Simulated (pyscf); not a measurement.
Structures and frequencies: ωB97X-D3(BJ)/def2-SVP in PySCF.

**Question.** Estimate by transition-state theory the rate constant of H₂N–SiH₃ + H₂N–SiH₃ → H₃Si–NH–SiH₃ + NH₃ (singlet surface; N–Si, H–N broken, N–Si, H–N formed) at 1200 K, with ωB97M-D3(BJ)/def2-TZVP energies (ideal gas, 1 atm, RRHO with modes under 100 cm⁻¹ raised to 100, one conformer, R ln 2 for chiral ones without a mode under 150 cm⁻¹; no tunnelling).

**Answer.** The electronic barrier is 31.4 kcal/mol and the thermal terms add +49.2, so ΔG‡ = 80.6 kcal/mol. With k_BT/h = 2.50e+13 s⁻¹ and RT = 2.385 kcal/mol, and a volume of 1.64e-19 cm³ per molecule at 1 atm, k = 8.5e-21 cm³ molecule⁻¹ s⁻¹. Wigner's tunnelling factor for 1078i cm⁻¹ would be 1.07. A shift of 1 kcal/mol in the barrier changes k by a factor 1.5. On the reactant side the descent ends in a complex (not fully relaxed), 4.4 kcal/mol under the separated species and 34.3 kcal/mol under the saddle at ωB97X-D3(BJ)/def2-TZVP. On the product side the descent ends in a complex (not fully relaxed), 6.0 kcal/mol under the separated species and 39.7 kcal/mol under the saddle at ωB97X-D3(BJ)/def2-TZVP. This is the saddle that the search found; another between the same sides may lie lower.
